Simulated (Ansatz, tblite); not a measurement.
# The cluster Li₃H₅+: one state, many levels

One table from this session's results is given with a row withheld; the runs are named, their logs left out.

The runs use Ansatz 0.2.0, Gaussian basis; as each input shows.

The runs, in order: GFN1-xTB, GFN2-xTB, PBE-D4/def2-TZVP, r2SCAN-D4/def2-TZVP, LC-ωPBE/def2-TZVP, BHLYP-D4/def2-TZVP, BLYP-D4/def2-TZVP, ωB97M-V/def2-TZVP, B2PLYP/def2-TZVP, LC-ωPBE(0.10)/def2-TZVP, LC-ωPBE(0.15)/def2-TZVP, LC-ωPBE(0.20)/def2-TZVP, LC-ωPBE(0.30)/def2-TZVP, PBE-D4/def2-SVP, PBE0-D4/def2-SVP, HF/STO-3G, CCSD(T)/def2-TZVPP, MP2/def2-TZVP, RPA/def2-TZVP.

1 further run of the same task is left out (set aside as unsound or not needed).

## The structure

The doublet was relaxed beforehand with PBE0-D4/def2-TZVP. At that level it is the lowest of the isomers that a small search found.

8 atoms, charge 1, spin multiplicity 2.

Bond lengths: Li1–H5 1.814 Å, Li1–H6 1.813 Å, Li1–H7 1.667 Å, Li2–H5 1.701 Å, Li2–H6 1.701 Å, Li3–H7 1.618 Å. Angles: H5–Li1–H6 39.7°, H5–Li1–H7 159.2°, H6–Li1–H7 161.1°, H5–Li2–H6 42.4°, Li1–H5–Li2 138.9°, Li1–H6–Li2 139.0°, Li1–H7–Li3 179.7°.

The ion is computed in the gas phase, without counter-ions or solvent.

PBE0-D4/def2-TZVP was run before; its log isn't repeated, and its numbers join the tables.

Set-up of the first run:

Tight binding, by tblite at 300 K electronic temperature and without a spin-polarisation term:

```python
tblite.interface.Calculator('GFN1-xTB', numbers, positions, charge=1, uhf=1).singlepoint()
```

Tight binding, by tblite at 300 K electronic temperature and without a spin-polarisation term:

```python
tblite.interface.Calculator('GFN2-xTB', numbers, positions, charge=1, uhf=1).singlepoint()
```

start.molden holds the orbitals of an earlier run on this state, given as this run's starting guess.

File in.yaml:

```yaml
crystal:
  periodic: [false, false, false]
  atoms:
    - {symbol: Li, position_ang: [0.882260, 0.650026, 0.178059]}
    - {symbol: Li, position_ang: [3.642059, 2.281004, 0.924501]}
    - {symbol: Li, position_ang: [-1.843571, -1.039751, -0.532334]}
    - {symbol: H, position_ang: [-3.222687, -2.587798, -0.539899]}
    - {symbol: H, position_ang: [2.338328, 1.204313, 1.107219]}
    - {symbol: H, position_ang: [2.285448, 1.787887, 0.024502]}
    - {symbol: H, position_ang: [-0.501753, -0.204315, -0.185773]}
    - {symbol: H, position_ang: [-3.580094, -2.091365, -0.976264]}
basis:
  gaussian: {orbitals: def2-TZVP, initial_orbitals: start.molden}
total_charge: 1
magnetization: {spin_polarized: true, initial_magnetization: 1}
hamiltonian: {xc: pbe, dispersion: d4}
scf: {omitted_lower_state_checks: [starts]}
output: {forces: true, orbitals: {seedname: orbitals}}
```

The run is started by

```bash
$ ansatz run in.yaml --threads 4 --pin off --events-out ev --progress --plain --max-ram 3916MiB
```

Among the steps run: PBE-D4/def2-TZVP; r2SCAN-D4/def2-TZVP; LC-ωPBE/def2-TZVP; BHLYP-D4/def2-TZVP; BLYP-D4/def2-TZVP; ωB97M-V/def2-TZVP; B2PLYP/def2-TZVP; LC-ωPBE(0.10)/def2-TZVP; LC-ωPBE(0.15)/def2-TZVP; LC-ωPBE(0.20)/def2-TZVP; LC-ωPBE(0.30)/def2-TZVP; PBE-D4/def2-SVP; PBE0-D4/def2-SVP; HF/STO-3G; CCSD(T)/def2-TZVPP; MP2/def2-TZVP; RPA/def2-TZVP.

One of the session's tables, all rows but one given; the rest of the session is left out.

| level | HOMO (eV) | LUMO (eV) | gap (eV) |
| --- | --- | --- | --- |
| HF/STO-3G | -10.36 | -1.74 | 8.62 |
| PBE-D4/def2-SVP | -7.41 | -5.88 | 1.53 |
| PBE-D4/def2-TZVP | ? | ? | ? |
| BLYP-D4/def2-TZVP | -7.38 | -6.08 | 1.31 |
| r2SCAN-D4/def2-TZVP | -7.71 | -5.42 | 2.30 |
| PBE0-D4/def2-SVP | -8.45 | -4.91 | 3.53 |
| PBE0-D4/def2-TZVP | -8.50 | -5.02 | 3.48 |
| BHLYP-D4/def2-TZVP | -9.48 | -4.38 | 5.11 |
| LC-ωPBE/def2-TZVP | -11.03 | -2.93 | 8.11 |
| ωB97M-V/def2-TZVP | -10.35 | -3.61 | 6.74 |
| LC-ωPBE(0.10)/def2-TZVP | -8.93 | -4.59 | 4.35 |
| LC-ωPBE(0.15)/def2-TZVP | -9.51 | -4.06 | 5.45 |
| LC-ωPBE(0.20)/def2-TZVP | -9.97 | -3.65 | 6.32 |
| LC-ωPBE(0.30)/def2-TZVP | -10.63 | -3.15 | 7.48 |

Estimate the missing values for PBE-D4/def2-TZVP.

**Answer.** HOMO (eV): -7.48; LUMO (eV): -5.97; gap (eV): 1.51. In the column «HOMO (eV)» it lies between r2SCAN-D4/def2-TZVP (-7.71) and PBE-D4/def2-SVP (-7.41).
